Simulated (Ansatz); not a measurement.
Run this with Ansatz's Python interface and show what comes out.

The script, `h3osi_x2c.py`:
```python
# -*- coding: utf-8 -*-
import ansatz as az
from ase import Atoms
import numpy as np

SETTINGS = {
    "functional": "pbe0",
}


def main():
    atoms = Atoms(["O", "Si", "H", "H", "H"], positions=[
        (0.55731, -0.43376, 0.79846),
        (0.00193, 0.34195, -0.53394),
        (0.72569, -1.37066, 0.8148),
        (-1.24482, -0.25358, -1.00076),
        (-0.04011, 1.71604, -0.07856),
    ])
    system = az.Crystal.molecule_from_ase(atoms)

    calc = system.calculation()
    calc = calc.functional(SETTINGS["functional"])
    calc = calc.spin("collinear", total=1)
    calc = calc.forces()
    sets = {"none": "cc-pVTZ", "scalar": "cc-pVTZ-DK"}
    found = {kind: calc.basis(gaussian=basis).pseudopotentials(relativity=kind).run().report for kind, basis in sets.items()}
    for kind, each in found.items():
        dipole = 4.803205 * np.linalg.norm(each["charge_distribution"]["dipole_moment_e_ang"])
        print(f"{kind:7s} E = {each['free_energy_ev']:.4f} eV  dipole {dipole:.3f} D  largest force component {np.abs(each['forces_ev_ang']).max():.4f} eV/A")
    print(f"relativity lowers the total energy by {found['none']['free_energy_ev'] - found['scalar']['free_energy_ev']:.3f} eV")


if __name__ == "__main__":
    main()
```

```console
$ python h3osi_x2c.py
none    E = -9968.4749 eV  dipole 1.263 D  largest force component 0.8242 eV/A
scalar  E = -9986.4288 eV  dipole 1.259 D  largest force component 0.8226 eV/A
relativity lowers the total energy by 17.954 eV
```

The total moves by -18.0 eV, nearly all in the cores, and the dipole from 1.26 to 1.26 D.

Caveats:
- Total energies depend on the basis set; only differences at equal settings carry meaning.
- The geometry is a force-field or estimated start, not a minimum of this method. The basis set changes with the Hamiltonian (a set recontracted for scalar relativity), and most of the change in the total lies in the cores.
- The run takes the species as open-shell (spin multiplicity 2), which needn't be its ground state.
- Finished in 6.2 s on 1 thread of Arm Neoverse V2, on a shared host, peak memory 0.24 GiB.
